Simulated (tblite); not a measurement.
Species: C4H3S (doublet state).
Numbering: `[CH2:1]=[C:2][CH:3]=[C:4]=[S:5]` (hydrogens: H6, H7 on C1; H8 on C3)

Computed geometry: GFN2-xTB, gas phase. This method treats the open shell by occupation alone, without spin polarisation.

Question: List the bond lengths and angles at this level.

Answer: 
```json
{"bond": "C1=C2", "length (Å)": "1.289"}
{"bond": "C2–C3", "length (Å)": "1.339"}
{"bond": "C3=C4", "length (Å)": "1.350"}
{"bond": "C4=S5", "length (Å)": "1.557"}
{"bond": "C1–H6, C1–H7", "length (Å)": "1.083"}
{"bond": "C3–H8", "length (Å)": "1.088"}
```

Bonds in one row agree within 0.01 Å and their mean is given. A selection of angles:
```json
{"angle": "C2–C1–H6", "degrees": "122.4"}
{"angle": "H6–C1–H7", "degrees": "115.2"}
{"angle": "C1–C2–C3", "degrees": "179.2"}
{"angle": "C2–C3–C4", "degrees": "127.0"}
{"angle": "C2–C3–H8", "degrees": "118.0"}
{"angle": "C4–C3–H8", "degrees": "115.0"}
{"angle": "C3–C4–S5", "degrees": "177.4"}
```

The 5 heavy atoms lie in one plane (0.004 Å rms). The C–C distances run from 1.289 Å (C1=C2, drawn double in a drawing that doesn't fit all lengths) to 1.350 Å (C3=C4, drawn double in a drawing that doesn't fit all lengths), a spread of 0.061 Å. C1 (carbon bonded to C and 2 H) is planar (angles 122.4°, 122.4° and 115.2°, sum 360.0°, 0.00 Å off the plane of its three neighbours). C3 (carbon bonded to 2 C and H) is planar (angles 127.0°, 118.0° and 115.0°, sum 360.0°, 0.00 Å off the plane of its three neighbours).

Point group: Cs (tolerance 0.08 Å). Its GFN2-xTB frequencies are all real (lowest 48 cm⁻¹). 2 starts were optimised and ended at 0.00 and 14.24 kcal/mol (GFN2-xTB); the lowest of these is shown.
